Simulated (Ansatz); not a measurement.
# Chalcopyrite AgInTe₂: properties by level of theory

```csv
level (code),lattice parameter a (Å),lattice parameter c (Å),formation enthalpy (eV/atom)
LDA (Ansatz),6.354,12.634,-0.205
PBE (Ansatz),…,12.999,-0.290
PBEsol (Ansatz),…,12.761,-0.221
PBE-D3(BJ) (Ansatz),6.468,12.797,…
```

Question: Some entries are withheld; supply them.

Answer: 
- PBE (Ansatz, an electronic-structure program), lattice parameter a (Å): 6.567
- PBEsol (Ansatz), lattice parameter a (Å): 6.434
- PBE-D3(BJ) (Ansatz), formation enthalpy (eV/atom): -0.184

Ansatz's density-functional and Hartree–Fock values are scalar-relativistic unless marked +SOC, with PAW data made under PBE.
